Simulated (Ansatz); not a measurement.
**CH3FO3: how energies converge with the basis set**

The task here is to estimate one member of a computed series from the others.

The runs use Ansatz 0.2.0, Gaussian basis; one geometry, several basis sets.

Plan: PBE0-D4/def2-SVP; ωB97M-V/def2-SVP; PBE0-D4/def2-QZVPP; ωB97M-V/def2-QZVPP; the functionals' def2-TZVPP values are taken from earlier runs.

### The geometry

The geometry comes from an earlier relaxation with PBE0-D4 in a triple-zeta def2 set; it is a stationary point, not always the lowest conformer.

SMILES `OC(O)(O)F`, 8 atoms, charge 0, spin multiplicity 1.

Atoms are counted from 1 here; the program's logs count them from 0.

Bond lengths: O1–C2 1.361 Å, O1–H6 0.963 Å, C2–O3 1.361 Å, C2–O4 1.384 Å, C2–F5 1.366 Å, O3–H7 0.963 Å, O4–H8 0.963 Å. Angles: C2–O1–H6 107.2°, O1–C2–O3 105.9°, O1–C2–O4 113.5°, O1–C2–F5 110.3°, O3–C2–O4 113.5°, O3–C2–F5 110.3°, O4–C2–F5 103.4°, C2–O3–H7 107.2°, C2–O4–H8 106.7°.

Set-up of the first run:

Input file in.yaml:

```yaml
crystal:
  periodic: [false, false, false]
  atoms:
    - {symbol: O, position_ang: [-0.739824, 0.924757, 0.670691]}
    - {symbol: C, position_ang: [0.088584, 0.173936, -0.105786]}
    - {symbol: O, position_ang: [1.244300, 0.042164, 0.601237]}
    - {symbol: O, position_ang: [-0.462708, -1.034911, -0.492324]}
    - {symbol: F, position_ang: [0.328027, 0.805624, -1.293413]}
    - {symbol: H, position_ang: [-1.563038, 1.035745, 0.183871]}
    - {symbol: H, position_ang: [1.848393, -0.480852, 0.064096]}
    - {symbol: H, position_ang: [-0.651534, -1.523665, 0.315828]}
basis:
  gaussian: {orbitals: def2-SVP}
hamiltonian: {xc: pbe0, dispersion: d4}
output: {orbitals: {seedname: orbitals}}
```

On the command line:

```console
> ansatz run in.yaml --threads 2 --pin off --events-out ev --progress --plain --max-ram 4352MiB
```

Steps of the session up to this table: PBE0-D4 in def2-SVP; ωB97M-V in def2-SVP; PBE0-D4 in def2-QZVPP; ωB97M-V in def2-QZVPP.

One table of the session follows, with a row left open; its other results are not shown here.

| functional | basis | HOMO (eV) | LUMO (eV) |
| --- | --- | --- | --- |
| PBE0-D4 | def2-SVP | -8.76 | 1.41 |
| PBE0-D4 | def2-TZVPP | ? | ? |
| PBE0-D4 | def2-QZVPP | -9.08 | 0.20 |
| ωB97M-V | def2-SVP | -11.25 | 3.01 |
| ωB97M-V | def2-TZVPP | -11.52 | 2.04 |
| ωB97M-V | def2-QZVPP | -11.59 | 1.37 |

Estimate the missing values for PBE0-D4, def2-TZVPP.

**Answer.** HOMO (eV): -9.01; LUMO (eV): 0.65. In the column «HOMO (eV)» it lies between PBE0-D4, def2-QZVPP (-9.08) and PBE0-D4, def2-SVP (-8.76).
